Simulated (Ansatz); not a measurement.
One change: `CO/C(C)=C\F` becomes `CO/C(F)=C/F`.

Ansatz, PBE0-D4/def2-TZVP geometries, multiplicity 1. Each molecule was computed in one conformer, which needn't be the lowest.

| property | `CO/C(C)=C\F` |
| --- | --- |
| HOMO energy (PBE/def2-TZVPP) / eV | -5.06 |
| LUMO energy (PBE/def2-TZVPP) / eV | 0.15 |
| HOMO–LUMO gap (PBE/def2-TZVPP) / eV | 5.21 |
| HOMO energy (B3LYP/def2-TZVPP) / eV | -6.14 |
| HOMO energy (PBE0/def2-TZVPP) / eV | -6.33 |
| LUMO energy (ωB97M-V/def2-TZVPP) / eV | 2.89 |

Task: What does the change do to each property? (Estimate.)

Result: Ansatz gave: 
```json
{"property": "HOMO energy (PBE/def2-TZVPP) / eV", "`CO/C(F)=C/F`": "-5.64", "shift": "-0.58"}
{"property": "LUMO energy (PBE/def2-TZVPP) / eV", "`CO/C(F)=C/F`": "-0.24", "shift": "-0.39"}
{"property": "HOMO–LUMO gap (PBE/def2-TZVPP) / eV", "`CO/C(F)=C/F`": "5.40", "shift": "0.19"}
{"property": "HOMO energy (B3LYP/def2-TZVPP) / eV", "`CO/C(F)=C/F`": "-6.78", "shift": "-0.64"}
{"property": "HOMO energy (PBE0/def2-TZVPP) / eV", "`CO/C(F)=C/F`": "-6.97", "shift": "-0.64"}
{"property": "LUMO energy (ωB97M-V/def2-TZVPP) / eV", "`CO/C(F)=C/F`": "2.75", "shift": "-0.14"}
```

With PBE0 the HOMO falls by 0.64 eV and the LUMO falls by 0.38 eV, so the gap widens by about 0.26 eV. PBE moves the HOMO by -0.58 eV and ωB97M-V by -0.66 eV.

B3LYP here is the variant with VWN-RPA as its local correlation; programs differ in this.
